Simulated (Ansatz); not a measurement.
Basis-set extrapolation for C2HClS (`S=C=CCl`) (PBE0-D4/def2-TZVP geometry, frozen core, Ansatz 0.2.0). Multiplicity 1, RHF reference.

```tsv
	def2-TZVPP	def2-QZVPP
HF	-933.333708	-933.360577
MP2 correlation	-0.663236	-0.716672
CCSD(T) correlation	-0.733107	not run
```

Energies in hartree. Use E(X) = E(∞) + A·exp(−7.88·√X) for Hartree–Fock and E(X) = E(∞) + B·X^(−2.97) for correlation, with X = 3 and 4, and add CCSD(T) minus MP2 of the smaller set to the MP2 limit.

Problem. What is the CCSD(T) energy at the basis-set limit?

Solution. HF limit: -933.360577 + (-0.026869) × 0.13774 = -933.36428. MP2 limit: -0.716672 + (-0.053436) × 0.74074 = -0.75625. Higher-order term: -0.733107 − (-0.663236) = -0.06987. Total: -934.19040 hartree, 324.5 kJ/mol below CCSD(T)/def2-TZVPP.
